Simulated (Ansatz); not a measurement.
C7H8, SMILES `CC=C1C=CC=C1` at its PBE0-D4/def2-TZVP geometry, where that method's forces vanish. Charge 0, multiplicity 1.

```xyz
15

C     1.9180    1.4558    0.2885
C     0.9171    0.8508   -0.6221
C    -0.0667    0.0044   -0.2793
C    -0.3952   -0.5243    1.0425
C    -1.4621   -1.3391    0.9050
C    -1.8653   -1.3713   -0.4989
C    -1.0389   -0.5747   -1.2057
H     2.9322    1.1893   -0.0273
H     1.7842    1.1420    1.3229
H     1.8617    2.5487    0.2467
H     0.9954    1.1262   -1.6722
H     0.1287   -0.2970    1.9589
H    -1.9521   -1.8877    1.6984
H    -2.6943   -1.9461   -0.8893
H    -1.0627   -0.3770   -2.2681
```

Problem. What forces (eV/Å) does B3LYP-D4/def2-TZVPP give on these atoms in Ansatz? (Estimate.)

Solution. Ansatz gave: 
```
C1   0.135  0.084  0.111
C2  -0.057 -0.007 -0.184
C3   0.108  0.094 -0.043
C4   0.099  0.034  0.215
C5  -0.115 -0.130  0.198
C6  -0.195 -0.132 -0.106
C7  -0.035  0.018 -0.228
H8  -0.031  0.018  0.026
H9   0.022  0.028 -0.053
H10  0.014 -0.040  0.014
H11  0.004 -0.012  0.073
H12 -0.042 -0.019 -0.074
H13  0.033  0.038 -0.057
H14  0.058  0.039  0.029
H15  0.002 -0.014  0.078
```

B3LYP here is the variant with VWN-RPA as its local correlation; programs differ in this.
